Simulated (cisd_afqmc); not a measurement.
Input (AFQMC/CISD/aug-cc-pVTZ; cisd_afqmc is a phaseless AFQMC code with CISD trial states that reads the integrals written by Ansatz):

Ansatz 0.2 input:
```python
import cisd_afqmc

open("ham.yaml", "w").write("""\
crystal:
  periodic: [false, false, false]
  atoms:
    - {symbol: O, position_ang: [0.00000000, 0.00000000, -0.11714538]}
    - {symbol: H, position_ang: [0.00000000, -0.75670946, 0.46858151]}
    - {symbol: H, position_ang: [0.00000000, 0.75670946, 0.46858151]}
basis:
  gaussian:
    orbitals: aug-cc-pVTZ
magnetization: {spin_polarized: false}
correlation: {method: ccsd, electrons: outside_noble_gas, hamiltonian_folder: ham}
""")
rep = cisd_afqmc.ansatz("ham.yaml")
e_ccsd = rep["correlation"]["coupled_cluster"]["energy"]["hartree"]
out = cisd_afqmc.run("ham", e_ccsd, trial="CISD", walkers=100, populations=8, threads=8, dt=0.005, steps=40, early=24, settle=10, least=32,
    cut=5e-5, rank_cut=2e-4, target=0.0004, seconds=1500, seed=1, memory=12960, gpu=False)
```

Output:

```
orbitals 91, occupied [4], factors 419 of 531, rank of the doubles 136 of 348
E(HF) = -76.060631
E(CCSD) on the cut factors = -76.333653, shift to the whole factors -0.000011
Energy of the trial state on the determinant = -76.333675
  tau behind 7.2 of longer steps, mean of the populations' last blocks
   2.0  -76.34263
   4.0  -76.34388
   6.0  -76.34223
   8.0  -76.34300
blocks 293 (1 outliers left out), error by blocks joined: 1: 0.00022, 2: 0.00028, 4: 0.00033, 8: 0.00032, 16: 0.00035
E(AFQMC/CISD) = -76.34287 +/- 0.00035
```
